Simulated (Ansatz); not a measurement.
Two shapes of doublet BF₂.

Shape 1:

```xyz
3

F     0.0000    0.6426   -1.1358
B     0.0000    0.0000    0.0000
F     0.0000    0.6426    1.1358
```

Shape 2:

```xyz
3

F     0.0000    0.6747   -1.1926
B     0.0000    0.0000    0.0000
F     0.0000    0.6747    1.1926
```

Basis set: def2-SVP (spherical functions). Frozen core: 3 orbitals. Correlation on ROHF uses semicanonical orbitals with singles. Charge 0, multiplicity 2.

Computed with Ansatz (development build ahead of 0.2.0); each method stands on the lowest determinant of its kind that the runs found.

(1) Which shape is lower in energy, and by how much in each method?

## Answers

(1)

| method | E(2) − E(1) (eV) |
| --- | --- |
| ROHF | 0.252 |
| ROHF-MP2 | 0.139 |
| UHF-MP2 | 0.138 |
| ROHF-CCSD(T) | 0.137 |
| UHF-CCSD(T) | 0.137 |

Shape 1 is lower.
